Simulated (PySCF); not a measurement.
## NaB, r²SCAN: how much the basis matters

PySCF, UKS reference; triplet, unpaired electrons σ ↑, π ↑; De to Na + B without counterpoise correction.

```csv
basis,relativity,functions,Re (Å),ωe (cm⁻¹),De (eV),μ (D)
def2-SVP,no relativity,29,2.505,329,1.15,-5.93
cc-pVDZ,no relativity,32,2.511,320,1.07,-5.66
def2-SVPD,no relativity,38,2.503,331,1.17,-5.98
jorge-DZP-DKH,spin-free X2C,39,2.506,328,1.09,-5.81
def2-TZVPP,no relativity,63,2.498,331,1.11,-5.97
```

Q: How does each smaller set differ from the one with most functions, def2-TZVPP?

A: def2-SVP: +0.7 pm, -0.6 % in ωe, +0.04 eV in De; cc-pVDZ: +1.3 pm, -3.3 % in ωe, -0.04 eV in De; def2-SVPD: +0.5 pm, +0.0 % in ωe, +0.06 eV in De; jorge-DZP-DKH: +0.8 pm, -0.9 % in ωe, -0.02 eV in De. All at r²SCAN; the set with most functions is neither the basis-set limit nor always the best. The rows treat relativity differently, so the differences are not basis effects alone.

A positive dipole means Na(−)B(+). The state is the lowest determinant that a PBE0 search found; another state may lie lower at other levels.
